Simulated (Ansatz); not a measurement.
# Si2 (singlet): from Hartree-Fock to the top rungs at distance Si1–Si2 = 1.788 Å, cc-pVDZ

How much of the correlation energy of Si2 (singlet) does each wave-function method recover here?

Program: Ansatz 0.2.0, Gaussian basis. Level of theory: cc-pVDZ, core rule «outside noble gas», up to 10 orbitals frozen. These are calculated values, not measurements.

Plan: UHF; CCSD(T) on RHF; CCSD(T) on UHF; BCCD(T) on RHF; CISD; CCSDT(Q) on RHF; CCSDT(Q) on UHF; CCSDTQ on RHF; CASSCF and MRCISD+Q, 2 electrons in 2 orbitals; CASSCF and NEVPT2, 2 electrons in 2 orbitals; CASSCF and MRCISD+Q, 8 electrons in 8 orbitals; CASSCF and NEVPT2, 8 electrons in 8 orbitals.

25 further runs of the same task are left out: 1 for a known fault of the program, 16 that didn't finish, 8 set aside as unsound or not needed.

### Step 1. The system

The geometry derives from a PBE0/def2-TZVP stationary point (not a proven minimum). One bond is set to the value named and the two fragments are kept rigid.

2 atoms, charge 0, spin multiplicity 1.

Atoms are counted from 1 here; the program's logs count them from 0.

Bond lengths: Si1–Si2 1.788 Å.

### Step 2. UHF

Input file in.yaml:

```yaml
crystal:
  periodic: [false, false, false]
  atoms:
    - {symbol: Si, position_ang: [0.000000, 0.000000, 0.000000]}
    - {symbol: Si, position_ang: [0.000000, 0.000000, 1.788000]}
basis:
  gaussian: {orbitals: cc-pVDZ}
magnetization: {spin_polarized: true, initial_magnetization: 0}
hamiltonian: {xc: hf}
output: {orbitals: {seedname: orbitals}}
```

Command:

```console
$ ansatz run in.yaml --threads 1 --pin off --events-out ev --progress --plain --max-ram 2393MiB
```

After this run come: CCSD(T) on RHF; CCSD(T) on UHF; BCCD(T) on RHF; CISD; CCSDT(Q) on RHF; CCSDT(Q) on UHF; CCSDTQ on RHF; CASSCF and MRCISD+Q, 2 electrons in 2 orbitals; CASSCF and NEVPT2, 2 electrons in 2 orbitals; CASSCF and MRCISD+Q, 8 electrons in 8 orbitals; CASSCF and NEVPT2, 8 electrons in 8 orbitals.

Q: Predict the results of all the runs planned. Wanted: RCCSDTQ below the RHF energy; RMP2 from RCCSDTQ; UMP2 from RCCSDTQ; RCCSD from RCCSDTQ; RCCSD(T) from RCCSDTQ; UCCSD(T) from RCCSDTQ; RCCSDT(Q) from RCCSDTQ; UCCSDT(Q) from RCCSDTQ; NEVPT2 pair from RCCSDTQ.

**Answer**, as computed:

```
                         quantity                                   value
     RCCSDTQ below the RHF energy                              -5.9710 eV
                RMP2 from RCCSDTQ                              +952.8 meV
                UMP2 from RCCSDTQ                             +1900.6 meV
               RCCSD from RCCSDTQ                              +469.6 meV
            RCCSD(T) from RCCSDTQ                               +65.4 meV
            UCCSD(T) from RCCSDTQ                              +194.7 meV
           RCCSDT(Q) from RCCSDTQ                                -6.6 meV
           UCCSDT(Q) from RCCSDTQ                               -12.7 meV
         NEVPT2 pair from RCCSDTQ                              +967.5 meV
       MRCISD+Q pair from RCCSDTQ                              +151.5 meV
      NEVPT2 valence from RCCSDTQ                              +700.0 meV
levels within 1 kcal/mol (43 meV)  RCCSDT(Q), UCCSDT(Q), MRCISD+Q valence
                    T1 diagnostic                                   0.026
   effectively unpaired electrons                                    0.33
```

What this shows: RCCSD(T) lands +65.4 meV from the yardstick (1.1 % of the correlation energy). CCSD(T) misses by +65.4 meV on the restricted determinant and by +194.7 meV on the unrestricted one; the two need not hold the same state or core. The occupations show some static correlation. Of the multireference levels listed MRCISD+Q valence comes nearest in total energy (-5.1 meV), which doesn't show that its space is the better one. Coupled cluster took another determinant than the lowest Hartree-Fock one. These misses are within one basis, not against nature.
